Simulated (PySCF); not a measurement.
## C$_{5}$H$_{9}$N: full NMR table

```
Formula                               : C5H9N
SMILES                                : CC(C)[C@H]1C=N1
Point group of the computed structure : C1
Degrees of unsaturation               : 2
Carbon signals                        : 5
Proton signals                        : 5
```

Molfile (atoms numbered from 1):
```
C5H9N
     RDKit          3D

 15 15  0  0  0  0  0  0  0  0999 V2000
   -0.7604    1.0975   -0.9706 C   0  0  0  0  0  0  0  0  0  0  0  0
   -0.3603   -0.0799   -0.0875 C   0  0  0  0  0  0  0  0  0  0  0  0
   -0.7980    0.1188    1.3602 C   0  0  0  0  0  0  0  0  0  0  0  0
    1.1327   -0.3093   -0.1642 C   0  0  1  0  0  0  0  0  0  0  0  0
    1.7403   -1.6183   -0.2647 C   0  0  0  0  0  0  0  0  0  0  0  0
    1.7040   -1.0320   -1.3716 N   0  0  0  0  0  0  0  0  0  0  0  0
   -0.2786    2.0271   -0.6243 H   0  0  0  0  0  0  0  0  0  0  0  0
   -0.4536    0.9286   -2.0135 H   0  0  0  0  0  0  0  0  0  0  0  0
   -1.8494    1.2601   -0.9527 H   0  0  0  0  0  0  0  0  0  0  0  0
   -0.8491   -0.9892   -0.4801 H   0  0  0  0  0  0  0  0  0  0  0  0
   -0.3081    1.0031    1.8007 H   0  0  0  0  0  0  0  0  0  0  0  0
   -1.8856    0.2758    1.4291 H   0  0  0  0  0  0  0  0  0  0  0  0
   -0.5398   -0.7510    1.9841 H   0  0  0  0  0  0  0  0  0  0  0  0
    1.7406    0.5342    0.2003 H   0  0  0  0  0  0  0  0  0  0  0  0
    2.0723   -2.5746    0.1490 H   0  0  0  0  0  0  0  0  0  0  0  0
  1  2  1  0
  2  3  1  0
  2  4  1  0
  4  5  1  0
  5  6  2  0
  6  4  1  0
  1  7  1  0
  1  8  1  0
  1  9  1  0
  2 10  1  0
  3 11  1  0
  3 12  1  0
  3 13  1  0
  4 14  1  1
  5 15  1  0
M  END
```

- B3LYP/pcJ-1 coupling constants (spin–dipole term only in couplings to heteroatoms)
- NMR shieldings at PBE0/pcSseg-1/GIAO
- geometry from PBE0-D3(BJ)/def2-SVP
- program: PySCF
- fast rotation and ring inversion assumed for equivalent nuclei, no relativistic terms, single conformer, in vacuum

Scale: ¹H (31.27 ppm), ¹³C (184.41 ppm) against TMS; NH3 for ¹⁵N (265.67 ppm) (reference shieldings calculated alike).

| carbon | δC, type | δH (multiplicity, J in Hz) | HMBC from (abs. J ≥ 3 Hz) | span of the C tensor (ppm) |
| --- | --- | --- | --- | --- |
| C1 | 21.5, CH3 | 1.23 (d, 7.4) | H11/H12/H13 | 34 |
| C2 | 37.9, CH | 0.29 (d of sept, 8.9, 7.5) | H7/H8/H9, H14, H11/H12/H13 | 37 |
| C3 | 21.2, CH3 | 0.98 (d, 7.7) | H7/H8/H9, H10 | 38 |
| C4 | 35.3, CH | 1.15 (dd, 8.9, 2.6) | H15, H7/H8/H9, H11/H12/H13, H10 | 159 |
| C5 | 180.2, CH | 10.35 (d, 2.6) | – | 325 |

Other nuclei:
```csv
atoms,nucleus,environment,δ (ppm),σ (ppm)
N6,¹⁵N,imine nitrogen,367.7,-102.1
```

Selected couplings (Hz, signed; the shortest-range and largest first, 30 at most; isotopes ¹³C, ¹H, ¹⁵N): ¹J(C5,H15) 248.7, ¹J(C4,H14) 180.4, ¹J(C1,H7) 132.8, ¹J(C3,H11) 132.1, ¹J(C2,H10) 131.6, ¹J(C2,C4) 47.9, ¹J(C2,C3) 36.2, ¹J(C1,C2) 36.1, ¹J(C4,C5) 34.7, ¹J(C4,N6) 13.3, ¹J(C5,N6) 8.2, ²J(N6,H15) -6.5, ²J(N6,H14) -3.8, ²J(C2,N6) -1.7, ²J(C3,C4) 1.5, ²J(C2,C5) -1.2, ³J(H10,H14) 8.9, ³J(H10,H11) 7.7, ³J(H7,H10) 7.4, ³J(C1,C5) 5.2, ³J(H14,H15) -2.6, ³J(N6,H10) -1.0.

Carbon types of the structure: 3 × CH, 2 × CH3, which accounts for all hydrogens. δC 180.2: C=N carbon. δC 35.3: three-membered-ring carbon; the inductive effect lowers its shielding. δC 21.5, 21.2: methyl carbon; aliphatic region, no heteroatom directly attached. δH 10.35: hydrogen on a C=N carbon. δH 1.23, 0.98: hydrogen on a methyl carbon; far from electronegative atoms and π systems. The protons at 0.29 and 0.98 share a coupling of 7.7 Hz (vicinal). The protons at 1.23 and 0.29 share a coupling of 7.4 Hz (vicinal).

Multiplet labels drop couplings under 1 Hz and merge nearly equal ones. Unscaled 3J(H,H) at this level run about 10 % above measured values. Shifts are as computed. Against solution values, carbons near 30 ppm lie about +2 ppm off and those near 130 ppm about +5 ppm. Of 1211 compounds with measured shifts, 218 miss one by over three times the rms of a fit or turn the order of signals round; such compounds aren't used in these exercises. Experimental scales use liquid or dissolved standards, which lie at an offset from isolated NH3 (liquid NH3: subtract about 20 ppm). Unscaled 15N shifts of sp2 nitrogen come out 20 to 40 ppm too high even then. Vicinal couplings across rotatable single bonds and in flexible rings belong to the one computed conformer; a conformer average would change them.
